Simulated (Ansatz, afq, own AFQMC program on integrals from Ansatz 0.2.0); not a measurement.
# AlH, singlet: AFQMC among the cluster methods

```xyz
2

Al    0.0000    0.0000    0.0000
H     0.0000    0.0000    1.6649
```

Basis cc-pVTZ. Noble-gas cores (and the filled d shells of Ga–Kr and In–Xe) are frozen. Ansatz 0.2.0 and our own AFQMC program on the same integrals; the CISD trial comes from CCSD amplitudes, and released means the phaseless constraint is let go. Free projection: walkers drawn from exp(T), propagated without any constraint. Its projection time is finite, and what remains of the start isn't in its error. Error bars are statistical, one sigma.

Determinant: RHF, the one that the program's search chose, which needn't be the lowest solution. The geometry is a point of a scan.

Full CI on the same integrals is exact in this basis and with this determinant's frozen core.

Cautions: restricted determinant unstable towards unrestricted (UHF 13 meV lower, ⟨S²⟩ 0.16).

```
T1 diagnostic                               : 0.0133
weight of the determinant in the CISD state : 0.914
size of the correlated space                : 4 electrons in 43 orbitals
```

Reference: full CI, correlation energy -2.294 eV. The released energy is read at 2.40 1/Eh (meV from the phaseless value at times in 1/Eh: -0.8 ± 1.2 at 0.24, -1.9 ± 1.0 at 0.51, -1.6 ± 0.9 at 0.99, -2.4 ± 1.1 at 1.62, -3.0 ± 0.8 at 2.40).

```json
{"level": "HF", "E − E(reference) (mEh)": "84.31", "share of correlation (%)": "0.00"}
{"level": "MP2", "E − E(reference) (mEh)": "22.27", "share of correlation (%)": "73.59"}
{"level": "CCSD", "E − E(reference) (mEh)": "1.87", "share of correlation (%)": "97.78"}
{"level": "CCSD(T)", "E − E(reference) (mEh)": "0.44", "share of correlation (%)": "99.48"}
{"level": "CCSDT", "E − E(reference) (mEh)": "0.06", "share of correlation (%)": "99.93"}
{"level": "CCSDT(Q)", "E − E(reference) (mEh)": "0.01", "share of correlation (%)": "99.99"}
{"level": "ph-AFQMC/HF", "E − E(reference) (mEh)": "-0.52 ± 0.60", "share of correlation (%)": "100.62"}
{"level": "ph-AFQMC/CISD", "E − E(reference) (mEh)": "0.12 ± 0.04", "share of correlation (%)": "99.86"}
{"level": "released AFQMC", "E − E(reference) (mEh)": "0.01 ± 0.03", "share of correlation (%)": "99.99"}
{"level": "free AFQMC", "E − E(reference) (mEh)": "-0.02 ± 0.02", "share of correlation (%)": "100.02"}
```

CCSDT and higher add their correlation energy to the determinant of the CCSD(T) run, since their own runs factorise the integrals more tightly (a shift of under 2 meV). Free projections are given only where their last times agree within the noise and don't stop above the reference; a slow remainder of the start can still hide under it. A walk keeps the symmetry of its determinant, which the program's search chose and which needn't be the lowest solution, so a lower state of the same spin and another symmetry isn't excluded. Released energies are given only where the last usable release times agree within the noise; a slower fall can still hide under it.
